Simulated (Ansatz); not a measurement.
# Errors in the atomisation enthalpy at 298 K

8 molecules with open shells; the atomisation enthalpy at 298 K in kJ/mol, computed less measured. Shapes, held fixed at every level: PBE0-D4/def2-TZVP. Flexible molecules stand in one conformer, not always the lowest. Thermal terms are harmonic and unscaled (PBE0-D4/def2-TZVP); the spin-orbit lowering of the free atoms is taken from their spectra. Programs: Ansatz 0.2.0. Measured values: Active Thermochemical Tables.

Levels: A = HF/def2-SVP; B = r2SCAN-D4/def2-TZVPP; C = MP2/def2-TZVPP; D = CCSD/def2-TZVPP.

| molecule | from tabulated heats | A | B | C | D |
| --- | --- | --- | --- | --- | --- |
| N2H (dinitrogen monohydride) | 913 | -505 | -2 | -59 | -88 |
| C2HO (ethynyloxy radical) | 1723 | -569 | +45 | +4 | -113 |
| CH3 (methyl radical) | 1224 | -265 | +15 | -33 | -32 |
| CH3O (hydroxymethyl radical) | 1636 | -495 | +15 | -23 | -71 |
| N2H3 (hydrazinyl radical) | 1374 | -619 | +2 | -65 | -94 |
| C2H3O (acetyl radical) | 2347 | -669 | +22 | -11 | -113 |
| C3H3 (cyclopropenyl radical) | 2318 | -628 | +33 | -12 | -117 |
| C2H5O (SMILES CC[O]) | 2784 | -722 | +28 | -56 | -104 |

Which level does best on this set, which worst, and which err to one side?


```json
{"level": "HF/def2-SVP", "kind": "Hartree–Fock", "mean error": "-559.0", "mean absolute error": "559.0", "worst case": "C2H5O"}
{"level": "r2SCAN-D4/def2-TZVPP", "kind": "meta-GGA", "mean error": "+19.8", "mean absolute error": "20.2", "worst case": "C2HO"}
{"level": "MP2/def2-TZVPP", "kind": "perturbation theory", "mean error": "-31.9", "mean absolute error": "32.9", "worst case": "N2H3"}
{"level": "CCSD/def2-TZVPP", "kind": "coupled cluster or CI", "mean error": "-91.5", "mean absolute error": "91.5", "worst case": "C3H3"}
```

On this set r2SCAN-D4/def2-TZVPP has the smallest mean absolute error and HF/def2-SVP the largest. HF/def2-SVP is too low in 8 of 8; r2SCAN-D4/def2-TZVPP is too high in 7 of 8; MP2/def2-TZVPP is too low in 7 of 8; CCSD/def2-TZVPP is too low in 8 of 8. Heats of the atoms come from ATcT where it has them. The levels differ in basis as well as in method. For HF/def2-SVP the error tends to grow with the atomisation enthalpy. Hartree–Fock lacks correlation and underbinds. Correlated wave functions converge slowly with the basis. CCSD also lacks the triples, which bind further. T1 is large for N2H (0.040), so single-reference values are less sure there. Spin contamination: N2H (⟨S²⟩ up to 0.85), C2HO (⟨S²⟩ up to 0.81). Open shells run unrestricted. The set is small.
